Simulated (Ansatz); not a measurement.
Compare A (`CC(C)(C)CS`) with its isomer B (`CCCCCS`).

Calculated with Ansatz (gas phase, PBE0-D4/def2-TZVP geometries, no zero-point term in ΔE). CCSD(T)/CBS is the MP2 limit (def2-TZVPP, def2-QZVPP) plus CCSD(T) − MP2 in def2-TZVPP, frozen cores. DFT in def2-TZVPP. B3LYP here is the variant with VWN-RPA as its local correlation; programs differ in this. One conformer a species, not always the lowest.

Q: Which isomer does CCSD(T)/CBS put lower? Give the gap. (An estimate is asked.)

A: Computed: A, by 16.9 kJ/mol.

Q: Give E(B) − E(A) in kJ/mol with HF/def2-TZVPP, ωB97M-V, CCSD(T)/def2-SVP, B3LYP-D4, B3LYP, PBE0-D4, BLYP-D4. (Estimate.)

A: Computed: HF/def2-TZVPP 0.1, ωB97M-V 15.3, CCSD(T)/def2-SVP 17.3, B3LYP-D4 11.2, B3LYP 3.2, PBE0-D4 11.7, BLYP-D4 12.2. None reverses the order clearly.

Largest T1 diagnostic: 0.009.

From BLYP to BHLYP (50 % exact exchange), in def2-TZVPP and without D4, E(B) − E(A) moves by +3.5 kJ/mol. Leaving LDA and LC-ωPBE aside and taking each functional with its dispersion term where it has one, the values, not all of them listed here, spread over 5.4 kJ/mol, from B2PLYP to B97M-V. LDA lies +11.6 kJ/mol from PBE without D4.
